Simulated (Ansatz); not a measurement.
Ansatz (a first-principles code) input (r2SCAN/def2-TZVPD):

Ansatz 0.2 input:
```yaml
crystal:
  periodic: [false, false, false]
  atoms:
    - {symbol: C, position_ang: [0.00327342, 0.02137882, 0.11257968]}
    - {symbol: C, position_ang: [0.09532447, 0.42175209, 1.31948097]}
    - {symbol: C, position_ang: [-0.04988734, -0.27325839, -1.20303702]}
    - {symbol: H, position_ang: [-0.15282464, -0.23863109, 2.15258061]}
    - {symbol: H, position_ang: [0.80620451, -0.68175225, -1.73348371]}
    - {symbol: H, position_ang: [-0.94564319, -0.09885182, -1.79323865]}
basis:
  gaussian:
    orbitals: def2-TZVPD
hamiltonian:
  xc: {name: r2SCAN}
total_charge: -1
output: {forces: true}
```

Output:

```
Functional definition: r2SCAN
integrals: 0.03 GiB planned
675 factors; their error is unknown
mean field: 0.40 GiB planned
mean field evaluation 1: about -3152.5188 eV, gradient 4.0e1 eV
mean field evaluation 2: about -3147.4801 eV, gradient 5.5e1 eV
mean field evaluation 4: about -3156.4823 eV, gradient 6.2e0 eV
mean field evaluation 8: about -3156.5977 eV, gradient 2.2e-1 eV
mean field evaluation 16: about -3156.5761 eV, gradient 1.2e-4 eV
mean field -3156.57606847 eV, -116.0020309122 hartree, gradient 2.0e-5 eV, S^2 0.000000; 0 other end points of the search recorded, 0 dependent functions left out
the calculation of the forces begins
reference -3156.57608081 eV, -116.0020313657 hartree; 11, 11 occupied and 127, 127 virtual orbitals, 675 factors
Total energy: -3156.57608081 eV, -116.0020313657 hartree
Atom 0 at     0.003273     0.021379     0.112580 Å, force    -0.025754    -0.087486    -0.098389 eV/Å
Atom 1 at     0.095324     0.421752     1.319481 Å, force     0.028332     0.097562     0.121082 eV/Å
Atom 2 at    -0.049887    -0.273258    -1.203037 Å, force     0.005853     0.017216    -0.003652 eV/Å
Atom 3 at    -0.152825    -0.238631     2.152581 Å, force    -0.007880    -0.022110     0.015331 eV/Å
Atom 4 at     0.806205    -0.681752    -1.733484 Å, force     0.050973    -0.019644    -0.015438 eV/Å
Atom 5 at    -0.945643    -0.098852    -1.793239 Å, force    -0.051525     0.014461    -0.018934 eV/Å
Dipole moment:    -0.108661    -0.360592    -0.331894 e Å
```

It need not be the lowest isomer of its formula. Whether it binds its extra electron was not tested at this geometry.
